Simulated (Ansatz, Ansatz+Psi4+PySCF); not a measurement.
```csv
atom,x (Å),y (Å),z (Å)
Li,1.1049,0.0007,0.0007
Li,-1.1042,0.0009,-0.0001
F,0.0009,1.2928,-0.0001
F,-0.0006,-1.2933,-0.0003
```

Basis set: cc-pVTZ (spherical functions). Left uncorrelated: 2 orbitals. Charge 0, multiplicity 1.

Computed with Ansatz (development build ahead of 0.2.0); each method stands on the lowest determinant of its kind that the runs found. Restricted open shells among the atoms or ions are ROHF, correlated in semicanonical orbitals with singles.

The atomization energy at this shape (free ground-state atoms in the same class of orbitals less the molecule, no zero-point energy) of singlet Li₂F₂:

```json
{"method": "RHF-MP2", "atomization energy": "1429.2 kJ/mol"}
```

Q: What does RHF give?

A: 1034.6 kJ/mol.
